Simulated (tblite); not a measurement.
# CH8NO: the cost of one run

Programs: tblite 0.8.0 and PySCF 2.14.0. All values are calculated, for the isolated system unless a continuum is named. Atoms count from 0, parts from 1.

### 1 The system as given

11 atoms, charge 1, multiplicity 1; geometry: rigid parts in contact. Parts: 1 = atoms 0–6, `C[OH2+]`, charge 1; 2 = atoms 7–10, `N`, charge 0.

### 2 Search for minima with GFN2-xTB

What the job is given:

```
{"job": {"kind": "dock", "xc": "GFN2-xTB", "basis": "xTB"}, "charge": 1, "multiplicity": 1, "parts": [{"atoms": "0-6", "charge": 1, "multiplicity": 1}, {"atoms": "7-10", "charge": 0, "multiplicity": 1}]}
C     -0.584432     0.014987     0.016261
O      0.841026    -0.009937    -0.312377
H     -1.002482     0.931070    -0.397789
H     -1.050879    -0.839177    -0.472074
H     -0.753987    -0.024604     1.091388
H      1.253522    -0.843113     0.003878
H      1.297233     0.770775     0.070714
N     -0.555539    -1.682177    -2.374890
H      0.357715    -2.118234    -2.408668
H     -1.190326    -2.258536    -2.913676
H     -0.484897    -0.784982    -2.839091
```

With the program's defaults for keys left out, this is: GFN2-xTB search for minima from random contacts, gas phase.

The run is started by

```console
$ OMP_NUM_THREADS=1 python cluster_run.py task.json out
```

The driver reads the jobs from task.json and runs them one after another.

Q: Estimate the wall time of this first job on 1 thread of AMD EPYC 9R45, shared host.

About 1.1 s.
